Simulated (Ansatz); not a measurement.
Geometry optimisation, RKS B3LYP/def2-SVP (Ansatz 0.2.0).

The input (input.yaml):

```yaml
crystal:
  periodic: [false, false, false]
  atoms:
    - { symbol: Al, position_ang: [-0.20699, 0.620186, -0.984034] }
    - { symbol: C, position_ang: [1.480145, -0.077827, 1.615162] }
    - { symbol: H, position_ang: [0.479527, -0.526395, 1.695648] }
    - { symbol: H, position_ang: [2.156584, -0.541257, 2.350524] }
    - { symbol: H, position_ang: [1.425624, 1.004269, 1.808468] }
    - { symbol: H, position_ang: [1.885807, -0.246504, 0.600008] }
    - { symbol: F, position_ang: [-1.313397, -0.232472, -0.034778] }
basis:
  gaussian: { orbitals: def2-SVP }
hamiltonian:
  xc: b3lyp
relax:
  f_tol: 0.03
  max_steps: 50
output:
  orbitals: {}
```

Launched with:

```bash
$ ansatz run input.yaml --threads 1 --pin off --max-ram 2048MiB --backend cpu --events-out ev --progress --plain --runs-dir out
```

Task: Where does it end, and by what steps?

Result: The run converged. The force dipped under the threshold on the way, but the program's further checks kept it going. After 27 steps the energy has fallen by 0.109 eV; Al1 moved furthest, 1.95 Å.

| step | energy less start (eV) | largest force component (eV/Å) | accepted |
| --- | --- | --- | --- |
| 0 | 0.0000 | 0.203 | yes |
| 1 | -0.0400 | 0.284 | yes |
| 2 | -0.0607 | 0.285 | yes |
| 3 | -0.0710 | 0.183 | yes |
| 4 | -0.0747 | 0.263 | yes |
| 5 | -0.0846 | 0.416 | yes |
| 6 | -0.0899 | 0.068 | yes |
| 7 | -0.0858 | 0.372 | no |
| 8 | -0.0926 | 0.082 | yes |
| 9 | -0.0945 | 0.136 | yes |
| 10 | -0.0969 | 0.134 | yes |
| 11 | -0.0986 | 0.154 | yes |
| 12 | -0.0995 | 0.188 | yes |
| 13 | -0.1010 | 0.089 | yes |
| 14 | -0.1019 | 0.006 | yes |
| 15 | -0.0993 | 0.418 | no |
| 16 | -0.1029 | 0.074 | yes |
| 17 | -0.1029 | 0.224 | yes |
| 18 | -0.1045 | 0.072 | yes |
| 19 | -0.1055 | 0.006 | yes |
| 20 | -0.1038 | 0.344 | no |
| 21 | -0.1062 | 0.061 | yes |
| 22 | -0.1046 | 0.309 | no |
| 23 | -0.1069 | 0.009 | yes |
| 24 | -0.1073 | 0.075 | yes |
| 25 | -0.1074 | 0.150 | yes |
| 26 | -0.1083 | 0.043 | yes |
| 27 | -0.1086 | 0.002 | yes |

```xyz
7
Properties=species:S:1:pos:R:3
Al -2.003 0.365 -1.695
C 1.769 -0.088 1.830
H 0.900 -0.062 1.159
H 1.616 -0.851 2.608
H 1.899 0.894 2.308
H 2.674 -0.334 1.256
F -0.948 0.075 -0.414
```

Whether the end is a true minimum wasn't checked by a vibrational analysis.

Time of the run: 40 s on 1 thread of Arm Neoverse V2 (shared host), peak memory 0.13 GiB.
